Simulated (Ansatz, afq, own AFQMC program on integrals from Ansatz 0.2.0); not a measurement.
Two steps: Ansatz 0.2.0 writes the Fock matrix and Cholesky factors of the valence space, and afq projects on them the lowest state that overlaps trial and start.

```yaml
crystal:
  periodic: [false, false, false]
  atoms:
    - {symbol: Al, position_ang: [0.000000, -0.074388, 0.613390]}
    - {symbol: C, position_ang: [0.000000, 0.010117, -1.308029]}
    - {symbol: H, position_ang: [0.000000, 1.321704, 1.420502]}
    - {symbol: H, position_ang: [0.000000, 0.549036, -2.253748]}
basis:
  gaussian: {orbitals: cc-pVDZ}
magnetization: {spin_polarized: true, initial_magnetization: 3}
correlation: {method: ccsd_t, electrons: outside_noble_gas, hamiltonian_folder: ham}
```

```sh
$ ansatz run in.yaml --threads 1 --pin off --events-out ev --progress --plain --max-ram 1382MiB
```

afq runs on the folder ham with

```
--method free --trial cisd --walkers 60 --time-step 0.03 --max-blocks 80 --target-error 0.00036 --factor-cut 1e-05 --seed 1911 --times 0,0.3,0.6,1.2,1.8,2.4,3.6,4.8,6 --taylor-order 8
```

Times are imaginary, in 1/Eh. The walk had a cap of 1002 s.

afq prints:

```
orbitals 36  electrons 6 3  factors 267 of 401
reference energy -280.83039687 Eh
CCSD correlation -0.16086553 Eh in 12 cycles, weight of the determinant in the CISD state 0.9105
repeat  energy at the last time / Eh  error
    10  -280.995074  0.000488
    20  -280.994800  0.000649
    30  -280.995059  0.000610
    40  -280.995431  0.000573
    50  -280.996040  0.000651
    60  -280.996035  0.000558
    70  -280.995809  0.000505
    80  -280.996002  0.000459
time / (1/Eh)  energy / Eh  error  mean overlap
  0.00  -280.991236  0.000084  1.0982
  0.30  -280.993596  0.000095  1.1043
  0.60  -280.994718  0.000123  1.1020
  1.20  -280.995247  0.000153  1.1205
  1.80  -280.995629  0.000144  1.1200
  2.40  -280.995906  0.000175  1.1120
  3.60  -280.995738  0.000219  1.1355
  4.80  -280.995521  0.000276  1.1477
  6.00  -280.996002  0.000459  1.1621
energy -280.996002 +/- 0.000459 Eh
```

The run passed its tests (error under three times the target), which doesn't prove that it has relaxed.

Against this walk (error 12.5 meV) on the same determinant: CCSD(T) 31.1 meV higher, CCSDT(Q) 0.1 meV higher (within the noise). The error is statistical, and a free projection of finite length keeps a remainder of its start.

Cautions: remainder of the start not in the error; error above the target (12.5 against 9.8 meV); lower spins were not checked.

The walk took 5.4 min on 1 thread of Intel(R) Xeon(R) Platinum 8259CL CPU @ 2.50GHz (Skylake/Cascade Lake), on a shared host. The log's last line is the free-projection energy.

CCSDT and higher add their correlation energy to the determinant of the CCSD(T) run, since their own runs factorise the integrals more tightly (a shift of under 2 meV). A walk keeps the symmetry of its determinant, which the program's search chose and which needn't be the lowest solution, so a lower state of the same spin and another symmetry isn't excluded.
